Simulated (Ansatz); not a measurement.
**BHO (singlet): wave-function methods side by side, 6-31G**

One table from this session's results is given with a row withheld; the runs are named, their logs left out.

The runs use Ansatz 0.2.0, Gaussian basis; 6-31G, core rule «outside noble gas», up to 2 orbitals frozen.

To be run: UHF; CCSD(T) on RHF; BCCD(T) on RHF; CISD; CCSDT(Q) on RHF; CISDTQ; CCSDTQ on RHF; CASSCF and MRCISD+Q, 10 electrons in 9 orbitals; CASSCF and MRCISD+Q(relaxed), 10 electrons in 9 orbitals; CASSCF and NEVPT2, 10 electrons in 9 orbitals; Full CI.

9 further runs of the same task are left out: 2 that didn't finish, 7 set aside as unsound or not needed.

**What is computed**

The geometry is a PBE0/def2-TZVP stationary point (not a proven minimum).

3 atoms, charge 0, spin multiplicity 1.

Atoms are counted from 1 here; the program's logs count them from 0.

Bond lengths: B1–O2 1.198 Å, B1–H3 1.173 Å. Angles: O2–B1–H3 180.0°.

Coordinates:

```xyz
3
BHO
B     0.00000    0.00000    0.00842
O     0.00000    0.00000   -1.18954
H     0.00000    0.00000    1.18112
```

Set-up of the first run:

in.yaml

```yaml
crystal:
  periodic: [false, false, false]
  atoms:
    - {symbol: B, position_ang: [0.000000, 0.000000, 0.008418]}
    - {symbol: O, position_ang: [0.000000, 0.000000, -1.189543]}
    - {symbol: H, position_ang: [0.000000, 0.000000, 1.181125]}
basis:
  gaussian: {orbitals: 6-31G}
magnetization: {spin_polarized: true, initial_magnetization: 0}
hamiltonian: {xc: hf}
output: {orbitals: {seedname: orbitals}}
```

Started as:

```sh
ansatz run in.yaml --threads 1 --pin off --events-out ev --progress --plain --max-ram 2393MiB
```

Among the steps run: UHF; CCSD(T) on RHF; BCCD(T) on RHF; CISD; CCSDT(Q) on RHF; CISDTQ; CCSDTQ on RHF; CASSCF and MRCISD+Q, 10 electrons in 9 orbitals; CASSCF and MRCISD+Q(relaxed), 10 electrons in 9 orbitals; CASSCF and NEVPT2, 10 electrons in 9 orbitals; Full CI.

One of the session's tables, all rows but one given; the rest of the session is left out.

| method | from FCI (kcal/mol) |
| --- | --- |
| RHF | ? |
| RMP2 | +5.43 |
| CISD | +12.16 |
| RCCSD | +4.86 |
| RCCSD(T) | +0.71 |
| BCCD(T) | +0.64 |
| RCCSDT | +0.34 |
| CISDTQ | +0.72 |
| RCCSDT(Q) | -0.09 |
| RCCSDTQ | 0.00 |
| CASSCF valence | +38.94 |
| NEVPT2 valence | +9.41 |
| MRCISD valence | +1.42 |
| MRCISD+Q valence | +0.56 |
| MRCISD+Q(relaxed) valence | -0.03 |
| FCI | 0 |

**Question.** Estimate the row for RHF.

**Answer.** from FCI (kcal/mol): +126.28. In the column «from FCI (kcal/mol)» it is the highest.

With the free atoms at the same levels and basis (separate runs), the atomisation energy is 11.456 eV at FCI, 11.431 eV at RCCSD(T), 8.718 eV at RHF.

To keep in mind: RCCSDT(Q) falls below full CI, which methods that aren't variational can do.
